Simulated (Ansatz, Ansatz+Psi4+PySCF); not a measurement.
```yaml
atoms:
  - { symbol: B, position_ang: [0.0000, 0.0000, -0.5423] }
  - { symbol: O, position_ang: [0.0000, 0.0000, 0.5423] }
```

Basis set: cc-pVTZ (spherical functions). Frozen core: 2 orbitals. Correlation on ROHF uses semicanonical orbitals with singles. Charge 0, multiplicity 2.

Computed with Ansatz (development build ahead of 0.2.0); the reference of a correlated method needn't be the lowest determinant of its kind.

(1) Give the atomization energy at this shape (free ground-state atoms in the same class of orbitals less the molecule, no zero-point energy) of doublet BO by UHF-BCCD(T), ROHF-CCSD(T).

## Answers

(1)

```json
{"method": "UHF-BCCD(T)", "atomization energy": "7.18 eV"}
{"method": "ROHF-CCSD(T)", "atomization energy": "7.18 eV"}
```

Caution: the reference determinant was not shown to be the lowest; the shape is not the minimum.
